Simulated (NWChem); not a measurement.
The numbers come from NWChem runs, not from measurements. System: CH₃NO, charge 0, spin multiplicity 1, at a geometry optimised with PBE/def2-SVP. Level: CR-CCSD(T)/cc-pVDZ, 3 core orbitals frozen, spin-restricted.

The NWChem input:

```
start mol
memory heap 100 mb stack 700 mb global 1900 mb
geometry units angstroms nocenter noautoz noautosym
  N     -0.198201    -1.083540     0.000000
  C     -0.313127     0.277453     0.000000
  O      0.618583     1.064250     0.000000
  H      0.732627    -1.505383     0.000000
  H     -1.018394    -1.688816     0.000000
  H     -1.396729     0.600256     0.000000
end
basis spherical
  * library cc-pvdz
end
scf
  rhf
  nopen 0
  maxiter 100
  thresh 1e-7
  semidirect memsize 60000000 filesize 0
end
tce
  freeze core 3
  cr-ccsd(t)
  2eorb
  2emet 13
  thresh 1e-6
  maxiter 100
  tilesize 24
end
task tce energy
```

Output (cleaned and shortened):

```
             Northwest Computational Chemistry Package (NWChem) 7.3.0
             --------------------------------------------------------

                                NWChem Input Module
                                -------------------

 Scaling coordinates for geometry "geometry" by  1.889725989
 (inverse scale =  0.529177249)

                             Geometry "geometry" -> ""
                             -------------------------

 Output coordinates in angstroms (scale by  1.889725989 to convert to a.u.)

  No.       Tag          Charge          X              Y              Z
 ---- ---------------- ---------- -------------- -------------- --------------
    1 N                    7.0000    -0.19820100    -1.08354000     0.00000000
    2 C                    6.0000    -0.31312700     0.27745300     0.00000000
    3 O                    8.0000     0.61858300     1.06425000     0.00000000
    4 H                    1.0000     0.73262700    -1.50538300     0.00000000
    5 H                    1.0000    -1.01839400    -1.68881600     0.00000000
    6 H                    1.0000    -1.39672900     0.60025600     0.00000000

 Effective nuclear repulsion energy (a.u.)      70.6327857765

            Nuclear Dipole moment (a.u.)
            ----------------------------
        X                 Y               Z
 ---------------- ---------------- ----------------
    -0.0000018897    -0.0000094486     0.0000000000


 Summary of "ao basis" -> "" (spherical)
 ------------------------------------------------------------------------------
       Tag                 Description            Shells   Functions and Types
 ---------------- ------------------------------  ------  ---------------------
 *                          cc-pvdz                   on all atoms

 Summary of "ao basis" -> "ao basis" (spherical)
 ------------------------------------------------------------------------------
       Tag                 Description            Shells   Functions and Types
 ---------------- ------------------------------  ------  ---------------------
 N                          cc-pvdz                  6       14   3s2p1d
 C                          cc-pvdz                  6       14   3s2p1d
 O                          cc-pvdz                  6       14   3s2p1d
 H                          cc-pvdz                  3        5   2s1p

                                 NWChem SCF Module
                                 -----------------

  ao basis        = "ao basis"
  functions       =    57
  atoms           =     6
  closed shells   =    12
  open shells     =     0
  charge          =   0.00
  wavefunction    = RHF
  use symmetry    = F
  symmetry adapt  = F

 Summary of "ao basis" -> "ao basis" (spherical)
 ------------------------------------------------------------------------------
       Tag                 Description            Shells   Functions and Types
 ---------------- ------------------------------  ------  ---------------------
 N                          cc-pvdz                  6       14   3s2p1d
 C                          cc-pvdz                  6       14   3s2p1d
 O                          cc-pvdz                  6       14   3s2p1d
 H                          cc-pvdz                  3        5   2s1p

 Forming initial guess at       0.0s

      Superposition of Atomic Density Guess
      -------------------------------------

 Sum of atomic energies:        -168.22767736

      Non-variational initial energy
[...]
              MO Center= -4.8D-01, -4.7D-01,  9.0D-15, r^2= 5.8D+00
   Bfn.  Coefficient  Atom+Function         Bfn.  Coefficient  Atom+Function
  ----- ------------  ---------------      ----- ------------  ---------------
    54      1.552811  6 H  s                 44     -1.250572  4 H  s
    17     -1.000112  2 C  s                 21      0.664504  2 C  px
     3      0.575453  1 N  s                  7      0.398622  1 N  px
    49      0.248626  5 H  s                 22     -0.240078  2 C  py
    18      0.184402  2 C  px                 4      0.158460  1 N  px

 center of mass
 --------------
 x =   0.06991053 y =   0.10765851 z =   0.00000000

 moments of inertia (a.u.)
 ------------------
         145.898714220638         -43.483441397513           0.000000000000
         -43.483441397513          40.487757612151           0.000000000000
           0.000000000000           0.000000000000         186.386471832789

  Mulliken analysis of the total density
  --------------------------------------

    Atom       Charge   Shell Charges
 -----------   ------   -------------------------------------------------------
    1 N    7     7.27   2.00  0.72  0.63  2.43  1.47  0.02
    2 C    6     5.64   2.00  0.70  0.32  1.85  0.54  0.22
    3 O    8     8.40   2.00  0.84  0.92  2.78  1.83  0.02
    4 H    1     0.86   0.70  0.10  0.06
    5 H    1     0.86   0.71  0.10  0.06
    6 H    1     0.97   0.75  0.19  0.03

       Multipole analysis of the density wrt the origin
       ------------------------------------------------

     L   x y z        total         open         nuclear
     -   - - -        -----         ----         -------
     0   0 0 0     -0.000000      0.000000     24.000000

     1   1 0 0     -0.923401      0.000000     -0.000002
     1   0 1 0     -1.367695      0.000000     -0.000009
     1   0 0 1      0.000000      0.000000      0.000000

     2   2 0 0    -11.750350      0.000000     26.601417
     2   1 1 0     -1.406589      0.000000     21.523731
     2   1 0 1      0.000000      0.000000      0.000000
     2   0 2 0    -12.613326      0.000000     82.919766
     2   0 1 1      0.000000      0.000000      0.000000
     2   0 0 2    -13.758511      0.000000      0.000000

                   NWChem Extensible Many-Electron Theory Module
                   ---------------------------------------------


            General Information
            -------------------
      Number of processors :     1
         Wavefunction type : Restricted Hartree-Fock
          No. of electrons :    24
           Alpha electrons :    12
            Beta electrons :    12
           No. of orbitals :   114
            Alpha orbitals :    57
             Beta orbitals :    57
        Alpha frozen cores :     3
         Beta frozen cores :     3
     Alpha frozen virtuals :     0
      Beta frozen virtuals :     0
         Spin multiplicity : singlet
    Number of AO functions :    57
       Number of AO shells :    27
        Use of symmetry is : off
      Symmetry adaption is : off
         Schwarz screening : 0.10D-09

          Correlation Information
          -----------------------
          Calculation type : Coupled-cluster singles & doubles w/ perturbation
   Perturbative correction : Completely renormalized (T)
            Max iterations :      100
        Residual threshold : 0.10D-05
     T(0) DIIS level shift : 0.00D+00
     L(0) DIIS level shift : 0.00D+00
     T(1) DIIS level shift : 0.00D+00
     L(1) DIIS level shift : 0.00D+00
     T(R) DIIS level shift : 0.00D+00
     T(I) DIIS level shift : 0.00D+00
   CC-T/L Amplitude update :  5-th order DIIS
                I/O scheme : Global Array Library
        L-threshold :  0.10D-05
        EOM-threshold :  0.10D-05
 no EOMCCSD initial starts read in
 TCE RESTART OPTIONS
 SLICE:      F
 D4D5:       F
 quantumc:   F
 qrotation:  F
 pwtce:      F
 qducc:      F
 nacto:                         0
 nrotv:                         0
 nrot:                          0

            Memory Information
            ------------------
          Available GA space size is     249033551 doubles
          Available MA space size is     104854660 doubles

 Maximum block size supplied by input
 Maximum block size        24 doubles

 tile_dim =     23

 -------------------------------------------------

 Global array virtual files algorithm will be used

 Parallel file system coherency ......... OK

 4-electron integrals stored in orbital form

 v2    file size   =          2439386
 4-index algorithm nr.  13 is used
 imaxsize =       30
 imaxsize ichop =        0


CCSD iterations
 ---------------------------------------------------------
 Iter          Residuum       Correlation     Cpu    Wall
 ---------------------------------------------------------
    1   0.1711751956157  -0.4848102560486     0.2     0.2
    2   0.0473676435988  -0.4915280358158     0.2     0.2
    3   0.0166273060581  -0.5010129031042     0.2     0.2
    4   0.0076563988153  -0.5021139925988     0.2     0.2
    5   0.0032468577013  -0.5031254896045     0.2     0.2
    6   0.0010871726126  -0.5035074933249     0.2     0.2
    7   0.0005937495982  -0.5035637059606     0.2     0.2
    8   0.0002765088390  -0.5035797083389     0.2     0.2
    9   0.0001824612330  -0.5035803439472     0.2     0.2
   10   0.0000890520481  -0.5035886607344     0.2     0.2
   11   0.0000174787740  -0.5035923156977     0.2     0.2
   12   0.0000082137716  -0.5035941837290     0.2     0.2
   13   0.0000039936617  -0.5035943717331     0.2     0.2
   14   0.0000024004114  -0.5035945108872     0.2     0.2
   15   0.0000012424278  -0.5035945283266     0.2     0.2
   16   0.0000003710321  -0.5035945576286     0.2     0.2
 -----------------------------------------------------------------
 Iterations converged
 CCSD correlation energy / hartree =        -0.503594557628623
 CCSD total energy / hartree       =      -169.449126006840714

 Singles contributions

 Doubles contributions
 CR-CCSD(T)

 CR-CCSD[T]  correction energy / hartree =        -0.013312987635624
 CR-CCSD[T] correlation energy / hartree =        -0.516907545264247
 CR-CCSD[T] total energy / hartree       =      -169.462438994476344
 CR-CCSD(T)  correction energy / hartree =        -0.012182041284942
 CR-CCSD(T) correlation energy / hartree =        -0.515776598913564
 CR-CCSD(T) total energy / hartree       =      -169.461308048125659

 Task  times  cpu:       26.2s     wall:       26.2s

 Total times  cpu:       26.3s     wall:       26.3s
```
